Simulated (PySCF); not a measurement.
**How the method moves the adiabatic energies of losing or gaining an electron of fluoroacetylene**

Structure: `C#CF` (C2HF).

All levels share the PBE0-D3(BJ)/ma-def2-SVP structures and the PBE0-D3(BJ)/ma-def2-SVP thermal terms; only the single-point energies (PySCF) change. Values are adiabatic energies of losing or gaining an electron (0 K, eV).

```csv
level,ionisation energy to the radical cation,time
PBE0-D3(BJ)/cc-pVDZ,10.86,5.6 s
TPSSh-D3(BJ)/ma-def2-TZVP (grid 3),10.86,34 s
BHandHLYP/ma-def2-TZVP,10.87,12 s
PBE0-D3(BJ)/def2-TZVP,10.93,11 s
PBE0-D3(BJ)/def2-TZVPP,10.93,12 s
HSE06/ma-def2-TZVP,10.93,28 s
PBE0-D3(BJ)/def2-TZVPD,10.94,14 s
PBE0-D3(BJ)/ma-def2-TZVP,10.94,–
PBE0-D3(BJ)/6-31+G*,10.97,6.2 s
"PBE0-D3(BJ)/6-311++G(2d,2p)",10.99,9.5 s
PBE0-D3(BJ)/6-311+G**,11.01,7.3 s
B3LYP-D3(BJ)/ma-def2-TZVP,11.03,13 s
ωB97X-D3(BJ)/ma-def2-TZVP,11.06,15 s
CAM-B3LYP-D3(BJ)/ma-def2-TZVP,11.06,15 s
```

Times are wall times for all single points of a level on 1 thread of Arm Neoverse V1, a shared host; the dash marks the run that also made the structures. HSE06 ran on a slower path of this set-up, which computes the density-fitting integrals anew in every SCF cycle while the other levels store them. This lengthens the times of such levels.

The spread: 0.20 eV, from 10.86 to 11.06.
